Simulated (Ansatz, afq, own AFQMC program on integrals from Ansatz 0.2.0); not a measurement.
## O, triplet in cc-pVTZ, levels against full CI

A free O atom.

Basis cc-pVTZ. Only valence electrons are correlated. Ansatz 0.2.0 and our own AFQMC program on the same integrals; the CISD trial comes from CCSD amplitudes, and released means the phaseless constraint is let go. Free AFQMC starts from the CCSD state and is never constrained. Its projection time is finite, and what remains of the start isn't in its error. Uncertainties: one standard error, sampling alone.

Determinant: UHF, the one that the program's search chose, which needn't be the lowest solution.

Full CI on the same integrals is exact in this basis and with this determinant's frozen core.

- T1 diagnostic: 0.0053
- weight of the determinant in the CISD state: 0.964
- ⟨S²⟩ of the determinant: 2.007
- size of the correlated space: 6 electrons in 29 orbitals

| level | correlation energy (eV) |
| --- | --- |
| MP2 | -3.8952 |
| CCSD | -4.3346 |
| CCSD(T) | -4.4138 |

(1) Estimate where phaseless AFQMC with a CISD trial lies against CCSD(T) on the same integrals.

(1) 0.15 ± 0.04 mEh below CCSD(T).

Reference: full CI, correlation energy -4.423 eV. The released energy is read at 1.50 1/Eh (meV from the phaseless value at times in 1/Eh: -3.3 ± 0.8 at 0.24, -3.3 ± 0.6 at 0.50, -3.6 ± 1.0 at 1.00, -6.2 ± 1.0 at 1.50).

| level | E − E(reference) (mEh) | share of correlation (%) |
| --- | --- | --- |
| CCSD(T) | 0.34 | 99.79 |
| CCSDT | 0.05 | 99.97 |
| CCSDT(Q) | 0.00 | 100.00 |
| CCSDTQ | 0.00 | 100.00 |
| ph-AFQMC/HF | 2.46 ± 0.44 | 98.49 |
| ph-AFQMC/CISD | 0.19 ± 0.04 | 99.88 |
| released AFQMC | -0.03 ± 0.04 | 100.02 |
| free AFQMC | -0.11 ± 0.09 | 100.07 |

CCSDT and higher add their correlation energy to the determinant of the CCSD(T) run, since their own runs factorise the integrals more tightly (a shift of under 2 meV). Free projections are given only where their last times agree within the noise and don't stop above the reference; a slow remainder of the start can still hide under it. A walk keeps the symmetry of its determinant, which the program's search chose and which needn't be the lowest solution, so a lower state of the same spin and another symmetry isn't excluded. Released energies are given only where the last usable release times agree within the noise; a slower fall can still hide under it.
